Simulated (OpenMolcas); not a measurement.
Potential curves of NaP⁺: spin-free states

Calculated with OpenMolcas 26.06: state-averaged CASSCF(5,8) over P 3s 3p, Na 3s 3p, XMS-CASPT2 (IPEA 0.25, imaginary shift 0.2 hartree), scalar X2C, ANO-RCC-VTZP, then RASSI spin–orbit state interaction with atomic mean-field integrals. C2 symmetry about the axis (a holds Σ, Δ, Γ; b holds Π, Φ, H; Σ⁺ and Σ⁻ are not told apart); roots by multiplicity and irrep: 2b 8, 2a 6, 4b 2.

XMS-CASPT2 energies in eV from the lowest point. Curves are followed by energy order within each symmetry, so they are adiabatic and may change character at avoided crossings; Σ⁺ and Σ⁻ are counted together.

```json
{"R (Å)": "2.686", "(1)2Π": "0.086", "(1)2Σ": "0.439", "(1)2Δ": "0.419", "(2)2Σ": "1.321", "(1)4Π": "5.509", "(3)2Σ": "6.125", "(3)2Π": "5.913", "(4)2Σ": "6.462", "(4)2Π": "6.820"}
{"R (Å)": "2.842", "(1)2Π": "0.010", "(1)2Σ": "0.348", "(1)2Δ": "0.348", "(2)2Σ": "1.244", "(1)4Π": "5.207", "(3)2Σ": "5.803", "(3)2Π": "5.634", "(4)2Σ": "6.187", "(4)2Π": "6.530"}
{"R (Å)": "2.982", "(1)2Π": "0.000", "(1)2Σ": "0.308", "(1)2Δ": "0.317", "(2)2Σ": "1.215", "(1)4Π": "4.981", "(3)2Σ": "5.547", "(3)2Π": "5.421", "(4)2Σ": "5.989", "(4)2Π": "6.313"}
{"R (Å)": "3.123", "(1)2Π": "0.015", "(1)2Σ": "0.294", "(1)2Δ": "0.312", "(2)2Σ": "1.209", "(1)4Π": "4.791", "(3)2Σ": "5.320", "(3)2Π": "5.242", "(4)2Σ": "5.825", "(4)2Π": "6.132"}
{"R (Å)": "3.279", "(1)2Π": "0.045", "(1)2Σ": "0.297", "(1)2Δ": "0.322", "(2)2Σ": "1.218", "(1)4Π": "4.616", "(3)2Σ": "5.096", "(3)2Π": "5.057", "(4)2Σ": "5.674", "(4)2Π": "5.945"}
{"R (Å)": "3.435", "(1)2Π": "0.090", "(1)2Σ": "0.313", "(1)2Δ": "0.348", "(2)2Σ": "1.236", "(1)4Π": "4.474", "(3)2Σ": "4.902", "(3)2Π": "4.911", "(4)2Σ": "5.548", "(4)2Π": "5.806"}
{"R (Å)": "3.654", "(1)2Π": "0.152", "(1)2Σ": "0.345", "(1)2Δ": "0.373", "(2)2Σ": "1.266", "(1)4Π": "4.318", "(3)2Σ": "4.677", "(3)2Π": "4.719", "(4)2Σ": "5.409", "(4)2Π": "5.627"}
{"R (Å)": "3.935", "(1)2Π": "0.215", "(1)2Σ": "0.389", "(1)2Δ": "0.413", "(2)2Σ": "1.306", "(1)4Π": "4.194", "(3)2Σ": "4.459", "(3)2Π": "4.531", "(4)2Σ": "5.283", "(4)2Π": "5.457"}
{"R (Å)": "4.372", "(1)2Π": "0.303", "(1)2Σ": "0.451", "(1)2Δ": "0.470", "(2)2Σ": "1.353", "(1)4Π": "4.099", "(3)2Σ": "4.251", "(3)2Π": "4.349", "(4)2Σ": "5.175", "(4)2Π": "5.331"}
{"R (Å)": "4.997", "(1)2Π": "0.372", "(1)2Σ": "0.508", "(1)2Δ": "0.504", "(2)2Σ": "1.392", "(1)4Π": "4.089", "(3)2Σ": "4.139", "(3)2Π": "4.208", "(4)2Σ": "5.139", "(4)2Π": "5.272"}
{"R (Å)": "5.934", "(1)2Π": "0.409", "(1)2Σ": "0.545", "(1)2Δ": "0.529", "(2)2Σ": "1.417", "(1)4Π": "4.164", "(3)2Σ": "4.149", "(3)2Π": "4.186", "(4)2Σ": "5.186", "(4)2Π": "5.313"}
{"R (Å)": "7.183", "(1)2Π": "0.424", "(1)2Σ": "0.562", "(1)2Δ": "0.542", "(2)2Σ": "1.427", "(1)4Π": "4.249", "(3)2Σ": "4.216", "(3)2Π": "4.219", "(4)2Σ": "5.258", "(4)2Π": "5.368"}
```

Left out for impure symmetry, kinks or missing points, though low: (2)2Π. Only roots inside an energy window near the equilibrium distance were included, so the list of states is not complete; labels number the states computed. Each spin and symmetry block has orbitals of its own, averaged over its own roots, so gaps between blocks are less sure than gaps within one and near the minimum can be off by tenths of an eV, in bad cases by more. No Rydberg orbitals are active, so Rydberg states, and σ→σ* states whose orbital the CASSCF left unused, can be missing between those listed. CASPT2 splits the two components of degenerate states numerically, here by up to 14 cm⁻¹. At stretched bonds a block can hold a wrong CASSCF solution and miss its lowest state; points past a visible jump are left out. No roots were computed in block 4a (none fell in the window or the block failed), so states of that kind are missing and can lie low or lowest. Points that failed a check (symmetry, reference weights, a jump) are left out.
